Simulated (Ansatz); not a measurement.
A run of Ansatz (development build ahead of 0.2.0) on singlet C2H6 at this shape:

```
atom    x (Å)    y (Å)    z (Å)
   C   0.0408  -0.0260  -0.8667
   C   0.0814  -0.0086   0.7401
   H  -0.0447  -0.9905  -1.2158
   H  -0.9556   0.5473  -1.1218
   H   0.9219   0.6149  -1.1935
   H  -0.0251   1.0293   1.1428
   H  -0.9597  -0.4813   1.2460
   H   0.9154  -0.5032   1.1957
```

Its results:

```yaml
Converged: yes
Reference_energy: -78.26314 hartree
Correlation_energy: -0.11646 hartree
Total_energy: -78.37960 hartree
Spin_squared_of_the_determinant: 0.000
```

(1) Which input gives this output? Name the method, the orbitals and the basis set, and write the input.

Results:

(1) RHF-MP2 in STO-3G. An unrestricted run that stays on the closed shell gives the same numbers.

```yaml
crystal:
  periodic: [false, false, false]
  atoms:
    - { symbol: C, position_ang: [0.04083, -0.02604, -0.86667] }
    - { symbol: C, position_ang: [0.0814, -0.00865, 0.74011] }
    - { symbol: H, position_ang: [-0.04471, -0.99051, -1.21576] }
    - { symbol: H, position_ang: [-0.95561, 0.54728, -1.12181] }
    - { symbol: H, position_ang: [0.92193, 0.61494, -1.1935] }
    - { symbol: H, position_ang: [-0.02513, 1.02932, 1.14285] }
    - { symbol: H, position_ang: [-0.9597, -0.48127, 1.24601] }
    - { symbol: H, position_ang: [0.91537, -0.50316, 1.19568] }
basis:
  gaussian: { orbitals: STO-3G }
hamiltonian:
  xc: hf
correlation:
  method: mp2
  frozen_orbitals: { C: 1, H: 0 }
```

Caution: bonds are stretched, where a single reference can fail; stretched shape with no unrestricted run beside it, a lower state can exist.
